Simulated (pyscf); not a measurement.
Four-centre exchange: `[OH][SiH2][F]` + `[OH2]` -> `[OH][SiH2][F]` + `[OH2]`

Gas phase, singlet surface, charge 0. Bonds broken: O1–H8, H4–O7. Bonds formed: O1–H4, O7–H8. PySCF, gas phase, ωB97X-D3(BJ)/def2-SVP geometries. Correlated levels are frozen-core, on RHF or UHF. ΔMP2 is the change of the MP2 total energy from the triple- to the quadruple-zeta basis.

Transition state (Å):

```xyz
9

O     -0.3270    -0.9252     0.8741
Si     0.8514    -0.2029     0.0425
F      0.1989     1.2931    -0.3512
H     -1.6954    -0.3383     0.4491
H      1.1921    -0.8327    -1.2620
H      2.0848     0.1041     0.8166
O     -2.0663     0.5064     0.9818
H     -1.2273     0.1487     1.5322
H     -1.6395     1.2293     0.4722
```

One imaginary mode, 1322i cm⁻¹; descent along it reached the two sides named, in the forms told below.

```json
[
 {"bond": "O1–H8", "change": "breaks", "reactant side (Å)": "0.975", "saddle": "1.548", "product side": "3.4"},
 {"bond": "H4–O7", "change": "breaks", "reactant side (Å)": "0.965", "saddle": "1.065", "product side": "1.936"},
 {"bond": "O1–H4", "change": "forms", "reactant side (Å)": "3.4", "saddle": "1.548", "product side": "0.975"},
 {"bond": "O7–H8", "change": "forms", "reactant side (Å)": "1.934", "saddle": "1.065", "product side": "0.965"}
]
```

Electronic energies relative to the separated reactants (kJ/mol):

```csv
level,barrier,reaction energy,reverse barrier
ωB97X-D3(BJ)/def2-TZVP,154.6,0.0,154.6
PBE/def2-TZVP,126.6,0.0,126.6
r²SCAN/def2-TZVP,136.0,0.0,136.0
B3LYP-D3(BJ)/def2-TZVP,147.5,0.0,147.5
PBE0-D3(BJ)/def2-TZVP,142.0,0.0,142.0
M06-2X/def2-TZVP,152.2,0.0,152.2
ωB97M-D3(BJ)/def2-TZVP,150.0,0.0,150.0
HF/def2-TZVP,233.0,0.0,233.0
MP2/def2-QZVPP,155.7,0.0,155.7
CCSD/def2-TZVPP,175.1,0.0,175.1
CCSD(T)/def2-TZVPP,161.4,0.0,161.4
CCSD(T)/def2-TZVPP + ΔMP2(QZVPP),163.3,0.0,163.3
```

With CCSD(T)/def2-TZVPP + ΔMP2(QZVPP) energies and thermal terms (ideal gas, 1 atm, RRHO with modes under 100 cm⁻¹ raised to 100, one conformer, R ln 2 for chiral ones without a mode under 150 cm⁻¹), in kJ/mol:

```
T (K)    ΔH‡    ΔG‡   ΔH   ΔG
-----  -----  -----  ---  ---
298    161.6  208.4  0.0  0.0
600    159.8  256.7  0.0  0.0
900    160.6  305.1  0.0  0.0
1200   163.0  352.9  0.0  0.0
```

On the reactant side the descent ends in a complex, 33.1 kJ/mol under the separated species and 187.6 kJ/mol under the saddle at ωB97X-D3(BJ)/def2-TZVP. On the product side the descent ends in a complex, 33.1 kJ/mol under the separated species and 187.6 kJ/mol under the saddle at ωB97X-D3(BJ)/def2-TZVP. The same reactants have a lower exit, to HO–SiH₂–OH + HF (barrier +95.0 kJ/mol at ωB97M-D3(BJ)/def2-TZVP, against +150.0 kJ/mol here). Another saddle between the same species, by other bonds, lies lower (81.6 kJ/mol against 150.0 kJ/mol at ωB97M-D3(BJ)/def2-TZVP). The CCSD(T) − MP2 part came from Ansatz, without density fitting, on the same reference.
